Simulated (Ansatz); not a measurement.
Geometry optimisation, Ansatz 0.2.0, RKS r2SCAN/cc-pVDZ.

Input file:

```yaml
crystal:
  periodic: [false, false, false]
  atoms:
    - { symbol: Si, position_ang: [0.0, 0.0, 0.0] }
    - { symbol: C, position_ang: [0.0, 0.0, 1.87] }
    - { symbol: H, position_ang: [-0.9996, -0.3092, 2.2405] }
    - { symbol: H, position_ang: [0.7676, -0.7111, 2.2405] }
    - { symbol: H, position_ang: [0.232, 1.0203, 2.2405] }
    - { symbol: O, position_ang: [1.5842, 0.0, -0.5594] }
    - { symbol: H, position_ang: [1.9006, -0.9521, -0.6761] }
    - { symbol: H, position_ang: [-0.6877, 1.1914, -0.4862] }
    - { symbol: H, position_ang: [-0.6877, -1.1914, -0.4862] }
basis:
  gaussian: { orbitals: cc-pVDZ }
hamiltonian:
  xc: r2scan
relax:
  f_tol: 0.02
  max_steps: 40
```

Run as:

```bash
$ ansatz run input.yaml --threads 1 --pin off --max-ram 2048MiB --backend cpu --events-out ev --progress --plain --runs-dir out
```

Question: Where does it end, and by what steps?

Answer: The forces met the threshold. After 5 steps the energy has fallen by 0.136 eV; H7 moved furthest, 0.34 Å.

| step | energy less start (eV) | largest force component (eV/Å) | accepted |
| --- | --- | --- | --- |
| 0 | 0.0000 | 1.849 | yes |
| 1 | -0.1051 | 0.656 | yes |
| 2 | -0.1218 | 0.117 | yes |
| 3 | -0.1263 | 0.248 | yes |
| 4 | -0.1352 | 0.106 | yes |
| 5 | -0.1356 | 0.017 | yes |

```xyz
9
Properties=species:S:1:pos:R:3
Si -0.034 -0.058 -0.013
C 0.010 -0.024 1.864
H -1.016 -0.036 2.270
H 0.541 -0.897 2.278
H 0.510 0.888 2.226
O 1.508 0.057 -0.704
H 2.082 -0.702 -0.533
H -0.761 1.134 -0.542
H -0.731 -1.314 -0.462
```

Whether the end is a true minimum wasn't checked by a vibrational analysis.

Time of the run: 18 s on 1 thread of AMD EPYC 7R43 64-Core Processor (Zen 3), with other jobs on the host, peak memory 0.15 GiB.
